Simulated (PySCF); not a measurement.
## Ionisation energy of Li by level of theory

Li [He] 2s1 (2S) → Li⁺ 1s2 (1S), as a difference of total energies. Calculation: PySCF 2.14, in cc-pVTZ-DK (4s3p2d1f, 30 functions); the spin-free X2C one-electron Hamiltonian (Gaussian nucleus). The calculations carry no spin-orbit coupling.

```
method  ionisation energy (eV)
   UHF                   5.343
 M06-L                   5.047
   PBE                   5.583
```

For comparison: 5.392 eV (measured; NIST Atomic Spectra Database, ionization energies).
